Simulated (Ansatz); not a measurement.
One change: `C=C(O)C=N` becomes `C=C(O)Cl`.

Ansatz, PBE0-D4/def2-TZVP geometries, multiplicity 1. Each molecule was computed in one conformer, which needn't be the lowest.

```tsv
property	`C=C(O)C=N`
HOMO energy (PBE0/def2-TZVPP) / eV	-6.92
HOMO–LUMO gap (PBE0/def2-TZVPP) / eV	5.53
HOMO energy (ωB97M-V/def2-TZVPP) / eV	-9.07
HOMO–LUMO gap (PBE/def2-TZVPP) / eV	3.43
size of the dipole moment (ωB97M-V/def2-TZVPP) / D	2.61
HOMO energy (B3LYP/def2-TZVPP) / eV	-6.72
```

Task: What does the change do to each property? (Estimate.)

Result: The calculation gave: 
```tsv
property	`C=C(O)Cl`	shift
HOMO energy (PBE0/def2-TZVPP) / eV	-7.01	-0.09
HOMO–LUMO gap (PBE0/def2-TZVPP) / eV	7.36	1.83
HOMO energy (ωB97M-V/def2-TZVPP) / eV	-9.23	-0.16
HOMO–LUMO gap (PBE/def2-TZVPP) / eV	5.15	1.72
size of the dipole moment (ωB97M-V/def2-TZVPP) / D	2.15	-0.46
HOMO energy (B3LYP/def2-TZVPP) / eV	-6.79	-0.07
```

With PBE0 the HOMO falls by 0.09 eV and the LUMO rises by 1.75 eV, so the gap widens by about 1.84 eV. PBE moves the HOMO by 0.01 eV and ωB97M-V by -0.16 eV. The zero-point energy changes by -84.9 kJ/mol with -9 modes. Dipoles are sizes alone; their direction can turn.

B3LYP here is the variant with VWN-RPA as its local correlation; programs differ in this.
